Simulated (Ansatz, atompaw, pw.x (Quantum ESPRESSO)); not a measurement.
Ta (Z = 73): one change to the PAW (atompaw) potential, in the atom and in the bcc crystal

- Element: Ta (Z = 73)
- Generator: atompaw 4.2.0.5
- Type: PAW
- Functional: LDA (PW92)
- Relativity: scalar-relativistic
- Frozen core: [Kr] 4d10 4f14
- Valence charge: 13
- Reference configuration: 5s2 5p6 5d3 6s1.5 6p0.5
- Partial waves: 5s (bound): rc 1.30 bohr; 6s (bound): rc 2.80 bohr; 5p (bound): rc 1.40 bohr; 6p (bound): rc 2.80 bohr; 5d (bound): rc 2.80 bohr; 5d channel at 0.25 Ry: rc 2.80 bohr; 5f channel at 0.3 Ry: rc 2.80 bohr
- Local potential: bessel scheme, radius 2.15 bohr
- Core correction: smooth core density matched at 1.60 bohr
- Augmentation charge: besselshape compensation charge, radius 2.10 bohr; PAW radius 2.80 bohr; waves and projectors: custom rrkj vanderbiltortho

Change: wave 5d channel at 0.25 Ry: rc 2.80 bohr becomes 5d channel at 10.55 Ry: rc 2.80 bohr.

Cutoffs, loose and tight: the cutoffs (Ry, on a coarse ladder) from which the occupation-weighted sum of valence levels, in a spherical-Bessel basis at the reference potential, stays within 10 and 1 mRy of its value at 400 Ry. They see the waves, projectors and local potential, not the compensation charge or the core.

Crystal test: bcc Ta in pw.x 7.5, no spin, 14³ k-points, Fermi–Dirac smearing 0.01 Ry, cutoffs set for each file from its atomic test. The reference is all-electron LAPW (Ansatz 0.2.0) with the same functional, mesh and smearing; V0 and B0 come from Birch–Murnaghan fits to the pressures at five volumes. Errors are pseudo minus all-electron; Δ is the rms difference of the E(V) curves that follow from these fits, minima aligned, over ±6 % about the mean V0. Mesh and smearing are coarse, so the numbers serve the comparison and aren't converged zero-temperature values; the lattice is a test structure that the element need not adopt.

All-electron: a0 = 3.255 Å (V0 = 17.24 Å³/atom), B0 = 217.7 GPa.

Task: Does the change bring the crystal closer to the all-electron result?

Result: The mean pressure error goes from -1.58 to +24.34 GPa, so the change moves the solid further from the all-electron pressures.

```tsv
quantity	base	changed
outcome (atom)	generated	generated
cutoff, loose (atom)	40 Ry	40 Ry
cutoff, tight (atom)	80 Ry	80 Ry
bound ghosts (atom)	none	none
cutoffs in pw.x (Ry)	100/900	100/900
a0 (Å)	3.247	–
a0 error (%)	-0.24	–
B0 error (%)	+0.9	–
Δ (meV/atom)	5.9	–
mean pressure error (GPa)	-1.58	+24.34
```

A dash: not determined, or the minimum lies outside the volumes sampled.

Base: The largest radius (2.80 bohr) exceeds half the bond length (2.66 bohr), so the spheres overlap, which is one possible source of error among others. Changed file: The largest radius (2.80 bohr) exceeds half the bond length (2.66 bohr), so the spheres overlap, which is one possible source of error among others. This is a poor potential for the solid. The atomic cutoffs weigh occupied waves only.
